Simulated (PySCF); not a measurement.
# Ways to converge the SCF of SiB (quartet)

Aim: find out which solver settings change the answer for SiB (quartet).

Computed with PySCF 2.14.0. Level: method and basis as typed in the scripts.

## 1. The system as given

SiB (quartet): 2 atoms, charge 0, spin multiplicity 4.

Bond lengths: Si1–B2 1.930 Å.

## 2. The base run

input.py reads:

```python
from pyscf import gto, dft

mol = gto.M(
    atom='Si 0 0 0; B 0 0 1.93',
    basis='pcseg-1',
    charge=0,
    spin=3,
    verbose=3,
)
mf = dft.UKS(mol, xc='lc_wpbe')
mf.kernel()
mf.stability(internal=True, external=True)
mf.dip_moment()
print('orbital energies (hartree):', [e[max(0, n-3):n+3].round(4) for e, n in zip(mf.mo_energy, mol.nelec)])
```

Started as:

```bash
$ OMP_NUM_THREADS=1 python input.py
```

The log of this run is left out.

It gives: E(SCF) = -313.985676 Eh, ⟨S²⟩ = 3.753, μ = 0.29 D, internal stable; real -> complex stable; UHF/UKS -> GHF/GKS unstable.

The bond length is a typed value, not an optimised one. The quartet is typed in the script; nothing here shows that it is the ground state.

## 3. DIIS space 12

Variant 1 changes DIIS space: default → 12.

input.py reads:

```python
from pyscf import gto, dft

mol = gto.M(
    atom='Si 0 0 0; B 0 0 1.93',
    basis='pcseg-1',
    charge=0,
    spin=3,
    verbose=3,
)
mf = dft.UKS(mol, xc='lc_wpbe')
mf.diis_space = 12
mf.kernel()
mf.stability(internal=True, external=True)
mf.dip_moment()
print('orbital energies (hartree):', [e[max(0, n-3):n+3].round(4) for e, n in zip(mf.mo_energy, mol.nelec)])
```

Started as:

```bash
$ OMP_NUM_THREADS=1 python input.py
```

## 4. Point-group symmetry on

Variant 2 changes point-group symmetry: off → on.

input.py: that of step 2 with these lines changed.

```diff
@@ -7,2 +7,3 @@
     spin=3,
+    symmetry=True,
     verbose=3,
```

Q: Predict the outcome of this session. Wanted: for each run, E(SCF); from base; gap, α spin; SCF dipole; after the SCF.

**Answer**, as computed:

```tsv
run	E(SCF) (hartree)	from base (eV)	gap, α spin (eV)	SCF dipole (D)	after the SCF
base	-313.985676	0	9.39	0.29	unstable: UHF/UKS -> GHF/GKS
DIIS space 12	-313.985676	0.0000	9.39	0.29	unstable: UHF/UKS -> GHF/GKS
point-group symmetry on	-313.985676	0.0000	9.39	0.29	unstable: UHF/UKS -> GHF/GKS (point group kept)
```

What this shows: With DIIS space 12 or point-group symmetry on the SCF ends at the base energy.
